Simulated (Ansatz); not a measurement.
Geometry optimisation, Ansatz, RKS r2SCAN-D4/6-31G.

input.yaml

```yaml
crystal:
  periodic: [false, false, false]
  atoms:
    - { symbol: O, position_ang: [-1.1412, 0.7659, -0.7901] }
    - { symbol: C, position_ang: [-0.2746, 0.6974, 0.2475] }
    - { symbol: Al, position_ang: [0.8894, -0.8776, -0.0463] }
    - { symbol: H, position_ang: [-1.8068, 0.1264, -0.6494] }
    - { symbol: H, position_ang: [-0.7955, 0.6018, 1.2067] }
    - { symbol: H, position_ang: [0.3615, 1.6271, 0.2715] }
    - { symbol: H, position_ang: [0.3226, -2.3438, -0.1052] }
    - { symbol: H, position_ang: [2.5366, -0.6542, -0.1906] }
basis:
  gaussian: { orbitals: "6-31G" }
hamiltonian:
  xc: r2scan
  dispersion: d4
relax:
  f_tol: 0.02
  max_steps: 40
scf:
  lower_state_search: "off"
```

Run as:

```bash
$ ansatz run input.yaml --threads 1 --pin off --max-ram 2048MiB --backend cpu --events-out ev --progress --plain --runs-dir out
```

Q: Where does it end, and by what steps?

A: The run converged. Limits of this set-up: no polarisation functions. After 16 steps the energy has fallen by 0.896 eV; O1 moved furthest, 0.72 Å. Joined: O1–Al3.

```json
{"step": "0", "energy less start (eV)": "0.0000", "largest force component (eV/Å)": "3.739", "accepted": "yes"}
{"step": "1", "energy less start (eV)": "-0.3951", "largest force component (eV/Å)": "1.884", "accepted": "yes"}
{"step": "2", "energy less start (eV)": "-0.4800", "largest force component (eV/Å)": "0.968", "accepted": "yes"}
{"step": "3", "energy less start (eV)": "-0.4872", "largest force component (eV/Å)": "0.744", "accepted": "yes"}
{"step": "4", "energy less start (eV)": "-0.5294", "largest force component (eV/Å)": "0.286", "accepted": "yes"}
{"step": "5", "energy less start (eV)": "-0.5696", "largest force component (eV/Å)": "0.413", "accepted": "yes"}
{"step": "6", "energy less start (eV)": "-0.6245", "largest force component (eV/Å)": "0.553", "accepted": "yes"}
{"step": "7", "energy less start (eV)": "-0.6867", "largest force component (eV/Å)": "0.676", "accepted": "yes"}
{"step": "8", "energy less start (eV)": "-0.8095", "largest force component (eV/Å)": "0.938", "accepted": "yes"}
{"step": "9", "energy less start (eV)": "-0.8381", "largest force component (eV/Å)": "0.515", "accepted": "yes"}
{"step": "10", "energy less start (eV)": "-0.8758", "largest force component (eV/Å)": "0.418", "accepted": "yes"}
{"step": "11", "energy less start (eV)": "-0.8921", "largest force component (eV/Å)": "0.117", "accepted": "yes"}
{"step": "12", "energy less start (eV)": "-0.8942", "largest force component (eV/Å)": "0.076", "accepted": "yes"}
{"step": "13", "energy less start (eV)": "-0.8950", "largest force component (eV/Å)": "0.125", "accepted": "yes"}
{"step": "14", "energy less start (eV)": "-0.8954", "largest force component (eV/Å)": "0.053", "accepted": "yes"}
{"step": "15", "energy less start (eV)": "-0.8957", "largest force component (eV/Å)": "0.036", "accepted": "yes"}
{"step": "16", "energy less start (eV)": "-0.8958", "largest force component (eV/Å)": "0.019", "accepted": "yes"}
```

```xyz
8
Properties=species:S:1:pos:R:3
O -0.580 0.323 -0.856
C -0.182 0.742 0.602
Al 0.830 -0.836 -0.062
H -1.534 0.265 -1.046
H -1.040 0.612 1.267
H 0.161 1.775 0.556
H 0.208 -2.272 0.313
H 2.228 -0.666 -0.829
```

Whether the end is a true minimum wasn't checked by a vibrational analysis.

Run time: 36 s on 1 CPU thread of a shared host.
